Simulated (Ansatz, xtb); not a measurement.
System: C$_{3}$H$_{5}$ (charge -1, singlet). It need not be the lowest isomer of its formula. Whether it binds its extra electron was not tested at this geometry. SMILES: [C-](C)=C
Coordinates optimised at B3LYP-D3(BJ)/def2-TZVP (Ansatz, a first-principles code):
```xyz
8

C      1.2258     0.1731     0.0089
C     -0.0311     0.6439    -0.0092
H      1.4781    -0.9136     0.0264
H      2.1064     0.8231     0.0081
C     -1.0916    -0.4392    -0.0040
H     -0.6973    -1.4882     0.0142
H     -1.7609    -0.3317     0.8619
H     -1.7448    -0.3560    -0.8848
```
Charge -1, spin multiplicity 1.

Harmonic wavenumbers from GFN2-xTB (xtb, at its own minimum), cm⁻¹: 171, 429, 671, 838, 860, 962, 996, 1091, 1375, 1456, 1523, 1528, 1578, 2342, 2600, 2817, 2830, 2865.

**Question.** Give the harmonic wavenumbers at B3LYP-D3(BJ)/def2-TZVP (Ansatz, finite differences of forces, unscaled).

**Answer.** 219, 454, 683, 827, 888, 1013, 1028, 1106, 1347, 1404, 1454, 1469, 1565, 2711, 2765, 2957, 2970, 3006 cm⁻¹. Zero-point energy 39.8 kcal/mol.

**Question.** From these and the geometry, give the ideal-gas thermochemistry at 298.15 K and 1 atm (rigid rotor, harmonic oscillator).

**Answer.** Point group Cs, rotational symmetry number 1. Rotational constants 50.51, 10.04, 8.827 GHz. S(trans) 37.07, S(rot) 21.80, S(vib) 3.72, S(elec, spin only) 0.00, S 62.6 cal/(mol K). H(298) - H(0) 3.10 kcal/mol; G - E(el) 24.3 kcal/mol.
